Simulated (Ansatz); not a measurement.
Species: CH₄N, net charge 0, doublet state. It need not be the lowest isomer of its formula. SMILES: C[NH]
Structure (B3LYP-D3(BJ)/def2-TZVP (Ansatz, an electronic-structure program) minimum search):
```xyz
6

C      0.0571     0.6220     0.0514
N     -0.0053    -0.8134     0.0521
H     -0.9486     1.0689     0.0351
H     -0.5105    -1.0936    -0.7957
H      0.5859     0.9841     0.9335
H      0.5674     1.0026    -0.8464
```
Charge 0, spin multiplicity 2.

Computed values are from Ansatz. Correlated levels leave the core frozen unless marked. UHF or UKS for open shells. No spin-orbit coupling. No relativistic terms. CBS marks a two-point X^-3 extrapolation of the correlation energy; Hartree-Fock from the larger set. The bracket is a focal-point correction in the basis named.

```json
{
  "atomisation energy De": "474.2 kcal/mol at RI-MP2/CBS(aug-cc-pVTZ,aug-cc-pVQZ)+[CCSD(T)-MP2]/aug-cc-pVTZ",
  "total_energy": "-95.0790 Eh at RI-MP2/CBS(aug-cc-pVTZ,aug-cc-pVQZ)+[CCSD(T)-MP2]/aug-cc-pVTZ",
  "dipole_moment": "1.94 D at CCSD(T)/aug-cc-pVDZ",
  "T1 diagnostic": "0.014 at CCSD/aug-cc-pVTZ"
}
```
